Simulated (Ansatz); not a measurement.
This Ansatz (a program for electronic structure) input (PBE0/cc-pV5Z) gives -75.69216 Eh with 146 basis functions. A basis named .json is the Basis Set Exchange file of that set (core-valence sets with the plain set on hydrogen).

Ansatz 0.2 input:
```yaml
crystal:
  periodic: [false, false, false]
  atoms:
    - {symbol: O, position_ang: [-0.00000000, -0.00000000, -0.10852476]}
    - {symbol: H, position_ang: [0.00000000, 0.00000000, 0.86819804]}
basis:
  gaussian:
    orbitals: cc-pV5Z
hamiltonian:
  xc: {name: PBE0}
magnetization: {spin_polarized: true, initial_magnetization: 1}
```

Change:
```diff
- orbitals: cc-pV5Z
+ orbitals: aug-pcseg-1.json
```

Task: What does the run give now?

Result: -75.64315 Eh (PBE0/aug-pcseg-1, 32 functions), a change of +49.01 mEh.
